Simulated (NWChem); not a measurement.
Species: nitrogen trifluoride (NF₃); SMILES FN(F)F

Computed with NWChem. Pople sets run with spherical d functions. All runs use the structure optimised with PBE0/def2-SVP. Total energies compare along this basis series because the functional is fixed.

| level | basis functions | energy (Ha) | highest occupied level (eV) | orbital gap (eV) | dipole (D) |
|---|---|---|---|---|---|
| B3LYP/STO-3G | 20 | -349.0555 | -4.50 | 10.82 | 0.58 |
| B3LYP/3-21G | 36 | -352.1270 | -8.72 | 10.21 | 0.03 |
| B3LYP/6-31G* | 56 | -354.0644 | -9.20 | 10.57 | 0.00 |
| B3LYP/6-31+G* | 72 | -354.0964 | -10.00 | 10.20 | 0.16 |
| B3LYP/def2-SVP | 56 | -353.7968 | -9.47 | 10.51 | 0.04 |
| B3LYP/def2-SVPD | 89 | -353.8295 | -10.02 | 10.26 | 0.13 |
| B3LYP/def2-TZVP | 124 | -354.2432 | -9.86 | 10.45 | 0.10 |
| B3LYP/6-311++G** | 88 | -354.1951 | -10.11 | 10.20 | 0.19 |
| B3LYP/aug-cc-pVTZ | 184 | -354.2306 | -9.96 | 10.19 | 0.15 |
